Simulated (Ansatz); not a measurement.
# One shape, several levels: [BH4]− (SMILES [H][B-]([H])([H])[H])

Aim: a comparison of 6 runs (SVWN5/3-21G, UPBE/3-21G, wB97M-V/3-21G, MP2/6-31G, UMP2/3-21G, CCSD/3-21G) of [BH4]−. 

The calculation is run with Ansatz 0.2.0.

### 1 The molecule

[BH4]− has 5 atoms, charge -1, and is taken as a singlet. As SMILES, `[H][B-]([H])([H])[H]`. The H3–B1 distance was set to 1.536 Å, away from the relaxed value.

Bond lengths: B1–H2 1.229 Å, B1–H4 1.229 Å, B1–H5 1.229 Å. Angles: H2–B1–H4 109.5°, H2–B1–H5 109.5°, H4–B1–H5 109.5°.

### 2 The energy at SVWN5/3-21G (run 1)

File run.yaml:

```yaml
crystal:
  periodic: [false, false, false]
  atoms:
    - {symbol: B, position_ang: [-0.288635, -0.003197, 0.105130]}
    - {symbol: H, position_ang: [-0.276755, -0.023587, 1.334300]}
    - {symbol: H, position_ang: [1.154650, 0.011840, -0.420810]}
    - {symbol: H, position_ang: [-0.876235, 1.004803, -0.282380]}
    - {symbol: H, position_ang: [-0.867565, -1.001887, -0.315510]}
basis:
  gaussian: {orbitals: 3-21G.json}
total_charge: -1
hamiltonian: {xc: {name: SVWN5}}
accuracy: high
```

The basis set 3-21G is read from a file made from the Basis Set Exchange's data (not shown).

Launch:

```bash
$ ansatz run run.yaml --threads 1 --pin off --max-ram 2610MiB --events-out events.jsonl --progress --plain --runs-dir runs
```

What it wrote:

```text
Warning: RAYON_NUM_THREADS=1 ignored (pool sized by the plan → 1); use --threads N
Functional definition: SVWN5
  name "SVWN5"
  exchange = slater_x
  correlation = vwn5_c
342 factors; integrals over basis functions are off by at most 7.2e-9 eV
mean field evaluation 1: about -727.0622 eV, gradient 7.9e0 eV
mean field evaluation 2: about -727.1028 eV, gradient 7.3e0 eV
mean field evaluation 4: about -727.2853 eV, gradient 1.3e-1 eV
mean field evaluation 8: about -727.2562 eV, gradient 2.3e-3 eV
mean field evaluation 16: about -727.2562 eV, gradient 2.0e-8 eV
mean field -727.25623768 eV, -26.7261737827 hartree, gradient 2.0e-8 eV, S^2 0.000000; 0 other end points of the search recorded, 0 dependent functions left out
reference -727.25623951 eV, -26.7261738500 hartree; 5, 5 occupied and 12, 12 virtual orbitals, 342 factors
Total energy: -727.25623951 eV, -26.7261738500 hartree
```

Wall time 0.35 s (1 thread of Arm Neoverse V2, shared host).

### 3 The energy at UPBE/3-21G (run 2)

Changes to run.yaml since step 2:

```diff
@@ -9,5 +9,9 @@
 basis:
-  gaussian: {orbitals: 3-21G.json}
+  gaussian:
+    orbitals: 3-21G.json
 total_charge: -1
-hamiltonian: {xc: {name: SVWN5}}
+magnetization:
+  spin_polarized: true
+hamiltonian:
+  xc: {name: PBE}
 accuracy: high
```

The basis set 3-21G is read from a file made from the Basis Set Exchange's data (not shown).

Launch:

```bash
$ ansatz run run.yaml --threads 1 --pin off --max-ram 2610MiB --events-out events.jsonl --progress --plain --runs-dir runs
```

What it wrote:

```text
Warning: RAYON_NUM_THREADS=1 ignored (pool sized by the plan → 1); use --threads N
Functional definition: PBE
  name "PBE"
  parameter kappa = 0.804
  parameter beta = 0.06672455060314922
  exchange = pbe_x(kappa = kappa, mu = beta*pi^2/3)
  correlation = pbe_c(beta = beta)
342 factors; integrals over basis functions are off by at most 7.2e-9 eV
mean field evaluation 1: about -734.8155 eV, gradient 4.6e0 eV
mean field evaluation 2: about -734.8951 eV, gradient 3.4e0 eV
mean field evaluation 4: about -734.9723 eV, gradient 7.7e-2 eV
mean field evaluation 8: about -734.9409 eV, gradient 1.5e-3 eV
mean field -734.94093704 eV, -27.0085812753 hartree, gradient 3.1e-8 eV, S^2 0.000000; 0 other end points of the search recorded, 0 dependent functions left out
reference -734.94093892 eV, -27.0085813446 hartree; 5, 5 occupied and 12, 12 virtual orbitals, 342 factors
Total energy: -734.94093892 eV, -27.0085813446 hartree
```

Run time: 0.83 s. Hardware: 1 thread of Arm Neoverse V2, shared host; peak memory 0.11 GiB.

Runs 3 to 4 aren't shown in full; the table further down has their settings and results.

### 4 The energy at UMP2/3-21G (run 5)

File in.yaml:

```yaml
crystal:
  periodic: [false, false, false]
  atoms:
    - symbol: B
      position_ang: [-0.288635, -0.003197, 0.105130]
    - symbol: H
      position_ang: [-0.276755, -0.023587, 1.334300]
    - symbol: H
      position_ang: [1.154650, 0.011840, -0.420810]
    - symbol: H
      position_ang: [-0.876235, 1.004803, -0.282380]
    - symbol: H
      position_ang: [-0.867565, -1.001887, -0.315510]
basis:
  gaussian:
    orbitals: 3-21G.json
total_charge: -1
magnetization:
  spin_polarized: true
  initial_magnetization: 0
correlation:
  method: mp2
  frozen_orbitals: {B: 1, H: 0}
accuracy: high
```

The basis set 3-21G is read from a file made from the Basis Set Exchange's data (not shown).

Launch:

```bash
$ ansatz run in.yaml --threads 1 --pin off --max-ram 2610MiB --events-out events.jsonl --progress --plain --runs-dir runs
```

What it wrote:

```text
Warning: RAYON_NUM_THREADS=1 ignored (pool sized by the plan → 1); use --threads N
Functional definition: HF
  name "HF"
  exchange = exact_x
  correlation = 0
342 factors; integrals over basis functions are off by at most 7.2e-9 eV
mean field evaluation 1: about -728.6072 eV, gradient 7.5e0 eV
mean field evaluation 2: about -728.5982 eV, gradient 7.5e0 eV
mean field evaluation 4: about -729.1116 eV, gradient 4.4e-1 eV
mean field evaluation 8: about -729.1129 eV, gradient 3.6e-5 eV
mean field -729.11291263 eV, -26.7944053288 hartree, gradient 6.4e-8 eV, S^2 0.000000; 0 other end points of the search recorded, 0 dependent functions left out
1 core orbitals not correlated: weight in the atoms' cores, before any rotation towards them, 1.000 or more for the frozen orbitals, at most 0.000 for the correlated occupied ones
reference -729.11291263 eV, -26.7944053288 hartree; 4, 4 occupied and 12, 12 virtual orbitals, 342 factors
second order -2.07591945 eV of doubles, -0.00000000 eV of singles
Total energy: -731.18883208 eV, -26.8706939613 hartree
```

Run time: 0.08 s. Hardware: 1 thread of Arm Neoverse V2, shared host.

### 5 The energy at CCSD/3-21G (run 6)

File in.yaml:

```yaml
crystal:
  periodic: [false, false, false]
  atoms:
    - {symbol: B, position_ang: [-0.288635, -0.003197, 0.105130]}
    - {symbol: H, position_ang: [-0.276755, -0.023587, 1.334300]}
    - {symbol: H, position_ang: [1.154650, 0.011840, -0.420810]}
    - {symbol: H, position_ang: [-0.876235, 1.004803, -0.282380]}
    - {symbol: H, position_ang: [-0.867565, -1.001887, -0.315510]}
basis:
  gaussian:
    orbitals: 3-21G.json
total_charge: -1
correlation:
  method: ccsd
  frozen_orbitals: {B: 1, H: 0}
accuracy: high
scf:
  omitted_lower_state_checks: [cluster_reference, increment]
```

The basis set 3-21G is read from a file made from the Basis Set Exchange's data (not shown).

Launch:

```bash
$ ansatz run in.yaml --threads 1 --pin off --max-ram 2610MiB --events-out events.jsonl --progress --plain --runs-dir runs
```

What it wrote:

```text
Warning: RAYON_NUM_THREADS=1 ignored (pool sized by the plan → 1); use --threads N
[... 11 lines left out ...]
1 core orbitals not correlated: weight in the atoms' cores, before any rotation towards them, 1.000 or more for the frozen orbitals, at most 0.000 for the correlated occupied ones
[... 18 lines left out ...]
Total energy: -731.79568098 eV, -26.8929952471 hartree
Checks for a lower state left out: cluster_reference, increment
```

Wall time 0.1 s (1 thread of Arm Neoverse V2, shared host).

### 6 The series

| run | level | frozen core orbitals | energy (Eh) | wall time |
| --- | --- | --- | --- | --- |
| 1 | SVWN5/3-21G | – | -26.726174 | 0.35 s |
| 2 | UPBE/3-21G | – | -27.008581 | 0.83 s |
| 3 | wB97M-V/3-21G | – | -27.027148 | 6.6 s |
| 4 | MP2/6-31G | 1 | -27.011510 | 0.1 s |
| 5 | UMP2/3-21G | 1 | -26.870694 | 0.08 s |
| 6 | CCSD/3-21G | 1 | -26.892995 | 0.1 s |

### 7 Summary of results

```
                                         quantity         value
                              run 6: total energy  -26.89300 Eh
run 6: correlation energy (1 core orbital frozen)     -98.6 mEh
                             run 6: T1 diagnostic         0.010
```

What this shows: Totals of different functionals can't be ranked against each other. All runs together took 8.1 s, the longest 6.6 s.
